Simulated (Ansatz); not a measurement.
Ideal-gas functions of C₃H₄S, SMILES `C#CSC` at 298.15 K and 1 bar, from an Ansatz frequency run at PBE0-D4/def2-TZVP.

Molar mass 72.13 g/mol, point group Cs (symmetry number 1), electronic degeneracy 1, moments of inertia 31.045, 126.409, 154.224 u Å². Harmonic wavenumbers (cm⁻¹, unscaled): 164, 169, 375, 436, 548, 706, 724, 748, 969, 996, 1343, 1454, 1473, 2158, 3068, 3166, 3172, 3482.

Use S(trans) = R[1.5 ln M + 2.5 ln T − 1.1517]; rotational temperatures θ = 24.2544 K / I; S(rot) = R[ln(√π/σ · √(T³/θAθBθC)) + 1.5]; for each mode x = 1.438777 ν̃/T, S = R[x/(eˣ − 1) − ln(1 − e⁻ˣ)] and H = RT x/(eˣ − 1); 1 cm⁻¹ = 0.0119627 kJ/mol; R = 8.31446 J/(mol·K).

Problem. By hand: the entropy, in J/(mol·K).

Solution. Translation 162.2. Rotation: θ = 0.7813, 0.1919, 0.1573 K, giving 103.9. Vibration, mode by mode: 10.47, 10.24, 4.43, 3.51, 2.29, 1.25, 1.17, 1.06, 0.44, 0.40, 0.10, 0.06, 0.06, 0.00, 0.00, 0.00, 0.00, 0.00, in all 35.5. Electronic 0.0. Sum 301.6 J/(mol·K).

Problem. By hand: H − E and G − E in kJ/mol, counted from the electronic energy.

Solution. Zero-point energy ½ × 25151 × 0.0119627 = 150.4; thermal vibration 6.4; translation, rotation and pV give 4 RT = 9.9. H − E = 166.7 kJ/mol, and G − E = 166.7 − 298.15 × 301.6/1000 = 76.8 kJ/mol.

Vibration gives 12 % of the entropy.
